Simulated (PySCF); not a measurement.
SF₃⁺ (singlet). Method: PBE0/[S def2-TZVP, F def2-TZVP], no relativity, density fitting, PySCF.

Harmonic bands of its minimum:

```json
{"ω (cm⁻¹)": "386", "IR (km/mol, summed over degenerate members)": "15.6", "degeneracy": "2"}
{"ω (cm⁻¹)": "535", "IR (km/mol, summed over degenerate members)": "29.6", "degeneracy": "1"}
{"ω (cm⁻¹)": "997", "IR (km/mol, summed over degenerate members)": "86.7", "degeneracy": "1"}
{"ω (cm⁻¹)": "1005", "IR (km/mol, summed over degenerate members)": "383", "degeneracy": "2"}
```

Q: The central atom is S. Infer the point group and assign the bands.

A: C3v. The modes span 2e + 2a1: 386 e, 535 a1, 997 a1, 1005 e. The computed geometry has S–F 1.503 Å (×3); F–S–F 99.6° (×3).

This need not be the most stable arrangement of these atoms.
